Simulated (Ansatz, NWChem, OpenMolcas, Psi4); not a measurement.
# Worked example: C2HF → C2 + HF

Gas-phase species: C2HF (fluoroacetylene) `C#CF`, singlet; C2, singlet; HF (hydrogen fluoride), singlet. This is a balance of energies; it says nothing on the path, which may need atoms to shift.

Shapes, held fixed at every level: PBE0-D4/def2-TZVP. Programs: Ansatz 0.2.0, NWChem 7.3.0, OpenMolcas 26.06, Psi4 1.11. A level may come from different programs for different species; with the same settings they agree closely. Electronic energies: no zero-point or thermal term.

At PBE0/def2-SVP; 1 Eh = 2625.50 kJ/mol:

```
species  energy (Eh)
   C2HF  -176.218333
     C2   -75.714448
     HF  -100.258365
```

Task: Work out ΔE of the reaction at this level.

Result: 
1. Products less reactants: (-75.714448) + (-100.258365) − [(-176.218333)] = 0.245520 Eh = +644.6 kJ/mol.

Other levels give +613.4 (B3LYP/6-31G* (Cartesian functions)) to +811.4 kJ/mol (HF/STO-3G). No measured value is set beside it here. PBE0/def2-SVP lies outside the range of the other correlated levels here, so it shouldn't be taken on trust. The median of the other correlated levels is +613.4 kJ/mol.
